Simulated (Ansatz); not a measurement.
Down a group: atomization energies of H$_{2}$Al–PH$_{2}$, H2Al–AsH2

Ansatz 0.2.0, basis cc-pVDZ; geometries are PBE0/def2-TZVP minima. Wave-function levels freeze the cores with the filled d shells of p-block atoms; HF, MP2 and coupled cluster are restricted for singlets and unrestricted otherwise, atoms included (their steps beyond CCSDT(Q) come from restricted open-shell runs), restricted open-shell where a d shell is frozen. The reference is CCSDTQ (coupled cluster only where its series has nearly closed). An error is the level's value less the reference. None of these values is a measured one. Energies are electronic, without zero-point terms. No spin–orbit coupling and no scalar relativity. The set is small: it underbinds, by tens of kJ/mol for each bond, so near ties and functionals' places can change in larger sets. The species are chosen: bound, without strong static correlation by their natural occupations or amplitudes, in their lowest spin state as far as vertical gaps and like structures tell, and with a ladder that closes on the reference, so errors are smaller than for species at large; levels whose determinant breaks symmetry or spin markedly are left out.

```
           species                                                                     bonds (Å)     quantity  symmetry of the states  reference  value (kJ/mol)  error CCSD  error CCSD(T)  error CCSDT  error CCSDT(Q)
 H2Al–PH2, singlet  Al–P 2.322, Al–H 1.586, P–H 1.420, angles at P 94/95°, angles at Al 119/121°  atomization                      A'     CCSDTQ          1329.8       -12.9           -1.7         -0.7             0.0
H2Al–AsH2, singlet   Al–As 2.429, Al–H 1.587, As–H 1.522, angles at As 91/93°, angles at Al 120°  atomization                      A'     CCSDTQ          1262.5       -12.5           -1.7         -0.7             0.0
```

The reference falls from P to As, by 67.3 kJ/mol in all.
